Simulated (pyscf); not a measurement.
Optimised with ωB97X-D3(BJ)/def2-SVP in PySCF. Correlated levels are frozen-core, on RHF or UHF. ΔMP2 is the change of the MP2 total energy from the triple- to the quadruple-zeta basis.

Q: How much does it cost (ΔH, 298 K, CCSD(T)/def2-TZVPP + ΔMP2(QZVPP)) to split F–Zn–SH at its F–Zn bond into F• + [HS–Zn]•?

A: F–Zn to F• + [HS–Zn]•: 5.41 eV. The radicals are drawn with the spin at the cut bond; how far it spreads was not checked. The CCSD(T) − MP2 part came from Ansatz, without density fitting, on the same reference. The frozen core leaves the outer d or s,p core shells of the metals and heavy elements correlated in the MP2 and CC values, and def2-TZVPP describes them poorly, which can shift differences by a few kcal/mol. Left out: the spin-orbit lowering of F. Elements up to Kr have no core potential and no relativistic terms here.
